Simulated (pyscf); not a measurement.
Thermochemistry of product channels of H₃C–CH(F)–F (SMILES CC(F)F) on the singlet surface, in eV, from ωB97M-D3(BJ)/def2-TZVP energies (ideal gas, 1 atm, RRHO with modes under 100 cm⁻¹ raised to 100, one conformer, R ln 2 for rigid chiral ones). PySCF, gas phase, ωB97X-D3(BJ)/def2-SVP geometries.

```csv
products,ΔE,ΔH(298 K),ΔG(900 K),ΔG(1200 K)
H₃C–C:–F (SMILES C[C]F) [singlet] + HF (SMILES F),+3.39,+3.19,+1.68,+1.17
H₂C=C(F)–F (SMILES C=C(F)F) + H₂ (SMILES [H][H]),+1.88,+1.57,+0.44,+0.03
H₂C=CH–F (SMILES C=CF) + HF (SMILES F),+1.19,+1.05,-0.33,[?]
F–CH₂–CH₂–F (SMILES FCCF),+0.60,+0.62,+0.64,+0.65
```

Problem. Fill in the missing entries.

Solution. 
- H₂C=CH–F (SMILES C=CF) + HF (SMILES F), ΔG(1200 K): -0.79

The channel to H₂C=CH–F + HF turns favourable between 298 and 1200 K (ΔG from +0.60 eV to -0.79 eV).

These are energies of the channels, which say nothing of barriers.
